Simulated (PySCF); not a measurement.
Calculation: PBE-D3(BJ)/def2-TZVP // B3LYP-D3(BJ)/def2-TZVP in PySCF 2.14.0. Gas-phase values, no solvent. 

Reference species (SMILES): `C#N` (neutral, multiplicity 1).

```json
{
 "S1 oscillator strength": "0.000",
 "dipole_moment": "2.93 D",
 "HOMO": "-9.04 eV",
 "LUMO": "-0.86 eV"
}
```

Changed species: `N#CO[SiH3]` (X = siloxy; the reference has X = H).

**Question.** Give the shifts of the S1 oscillator strength, dipole moment, HOMO and LUMO.

**Answer.** the S1 oscillator strength hardly moves; the dipole moment goes up by 1.71 D, to 4.64 D; the HOMO rises by 1.68 eV, to -7.36 eV; the LUMO falls by 1.02 eV, to -1.88 eV.
